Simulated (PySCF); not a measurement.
# C5H6: the cost of one run

The runs use PySCF 2.14.0; levels as typed in each script, gas phase, geometry from GFN2-xTB.

## (1) Starting geometry

SMILES `C1C23CC13C2`, 11 atoms, charge 0, spin multiplicity 1.

Bond lengths: C1–C2 1.510 Å, C1–C4 1.510 Å, C1–H6 1.083 Å, C1–H7 1.083 Å, C2–C3 1.510 Å, C2–C4 1.601 Å, C2–C5 1.510 Å, C3–C4 1.510 Å, C3–H8 1.083 Å, C3–H9 1.083 Å, C4–C5 1.510 Å, C5–H10 1.083 Å, C5–H11 1.083 Å. Angles: C2–C1–C4 64.0°, C2–C1–H6 117.7°, C2–C1–H7 117.8°, C4–C1–H6 117.7°, C4–C1–H7 117.8°, H6–C1–H7 113.4°, C1–C2–C3 94.5°, C1–C2–C4 58.0°, C1–C2–C5 94.5°, C3–C2–C4 58.0°, C3–C2–C5 94.5°, C4–C2–C5 58.0°, C2–C3–C4 64.0°, C2–C3–H8 117.8°, C2–C3–H9 117.7°, C4–C3–H8 117.8°, C4–C3–H9 117.7°, H8–C3–H9 113.4° and more.

As a file:

```xyz
11
C5H6
C    -0.3315    1.2366    0.0000
C     0.0001   -0.0002    0.8003
C    -0.9054   -0.9052    0.0000
C     0.0001    0.0001   -0.8003
C     1.2367   -0.3312    0.0000
H     0.3889    2.0454    0.0001
H    -1.3595    1.5770    0.0001
H    -1.9658   -0.6860   -0.0001
H    -0.6860   -1.9659   -0.0001
H     2.0455    0.3888    0.0001
H     1.5770   -1.3595   -0.0001
```

## (2) Response to an electric field (TPSS/6-311+g**)

Contents of input.py:

```python
import numpy as np
from pyscf import gto, scf, dft
from pyscf.scf import atom_ks, atom_hf
from scipy.linalg import block_diag

def solve(mol, dm0=None, hcore=None):
    mf = (dft.UKS if mol.spin else dft.RKS)(mol, xc='tpss')
    mf.grids.level = 3
    mf = mf.density_fit(auxbasis='def2-universal-jkfit')
    mf.conv_tol, mf.max_cycle = 1e-8, 80
    if hcore is not None:
        mf.get_hcore = lambda *args: hcore
    mf.kernel(dm0)
    if not mf.converged:
        mf = mf.newton().run(mf.mo_coeff, mf.mo_occ, max_cycle=30)
    assert mf.converged, 'SCF not converged'
    return mf

mol = gto.M(atom='''
C     -0.33151     1.23656     0.00004
C      0.00006    -0.00017     0.80034
C     -0.90541    -0.90519    -0.00004
C      0.00012     0.00005    -0.80034
C      1.23672    -0.33122     0.00000
H      0.38889     2.04542     0.00007
H     -1.35945     1.57697     0.00006
H     -1.96583    -0.68600    -0.00006
H     -0.68597    -1.96588    -0.00007
H      2.04549     0.38880     0.00005
H      1.57701    -1.35954    -0.00005
''', basis='6-311+g**', charge=0, spin=0, verbose=4)
field = np.array([-0.004, -0.0, -0.0])  # atomic units
mol.set_common_orig(mol.atom_charges() @ mol.atom_coords() / mol.atom_charges().sum())
mf = solve(mol)
out = dict(dm0=mf.make_rdm1(), d0=mf.dip_moment(unit='AU'), e0=mf.e_tot)
for name, sign in (('p', 1), ('m', -1)):
    h = mf.get_hcore() + sign * np.einsum('x,xij->ij', field, mol.intor('int1e_r'))
    mi = solve(mol, mf.make_rdm1(), h)
    out.update({'dm' + name: mi.make_rdm1(), 'd' + name: mi.dip_moment(unit='AU'), 'e' + name: mi.e_tot})
# spherically averaged free atoms, for the promolecule
atm = atom_ks.get_atm_nrks(mol, xc='tpss')
pro = block_diag(*[(atm[a[0]][2] * atm[a[0]][3]) @ atm[a[0]][2].T for a in mol._atom])
np.savez('result.npz', pro=pro, **out)
```

On the command line:

```console
OMP_NUM_THREADS=1 python input.py
```

Q: Estimate wall time and peak memory on 1 thread of AMD EPYC 9R45 (Zen 5), shared host.

About 27 s, with a peak of 0.61 GiB.
